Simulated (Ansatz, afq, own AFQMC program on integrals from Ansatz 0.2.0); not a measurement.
# AlBH, quartet in cc-pVDZ, levels against CCSDT(Q)

```xyz
3

B     0.0000   -0.1388    1.5159
Al    0.0000    0.0968   -0.5473
H     0.0000   -1.1027   -1.6081
```

Connectivity, by distances: B–AlH.

Basis cc-pVDZ. Only valence electrons are correlated. Integrals, coupled cluster, full CI and functionals: Ansatz 0.2.0; the random walks run on the same integrals in our own AFQMC program. The CISD trial takes its coefficients from CCSD amplitudes. Released means that phaseless walkers are propagated on without the constraint, phases kept. Free projection: walkers drawn from exp(T), propagated without any constraint. Its projection time is finite, and what remains of the start isn't in its error. Error bars are statistical, one sigma.

Determinant: UHF, the one that the program's search chose, which needn't be the lowest solution. The geometry is a PBE0/def2-TZVP stationary point of this or a neighbouring charge and spin state.

No full CI on the walks' own integrals is used here; CCSDT(Q) serves as the reference and is uncertain by about the last step of the cluster series.

Cautions: another spin lies lower; strong correlation (T1 0.060, weight of the determinant 0.85, largest double 0.09); the released energies are still falling, so no released level is given (meV from the phaseless value at times in 1/Eh: -9 ± 8 at 0.24, -16 ± 8 at 0.50, -29 ± 9 at 1.00, -37 ± 10 at 1.50), though the last usable value meets CCSDT(Q) within the noise.

- T1 diagnostic: 0.0597
- weight of the determinant in the CISD state: 0.853
- ⟨S²⟩ of the determinant: 3.778
- size of the correlated space: 7 electrons in 31 orbitals

Reference: CCSDT(Q), correlation energy -3.336 eV.

```csv
level,E − E(reference) (meV),share of correlation (%)
HF,3336.0,0.00
MP2,1073.2,67.83
CCSD,180.5,94.59
CCSD(T),60.0,98.20
CCSDT,8.4,99.75
ph-AFQMC/HF,126.2 ± 25.8,96.22
ph-AFQMC/CISD,27.8 ± 7.9,99.17
free AFQMC,11.0 ± 11.8,99.67
```

Free projections are given only where their last times agree within the noise and don't stop above the reference; a slow remainder of the start can still hide under it. A walk keeps the symmetry of its determinant, which the program's search chose and which needn't be the lowest solution, so a lower state of the same spin and another symmetry isn't excluded.
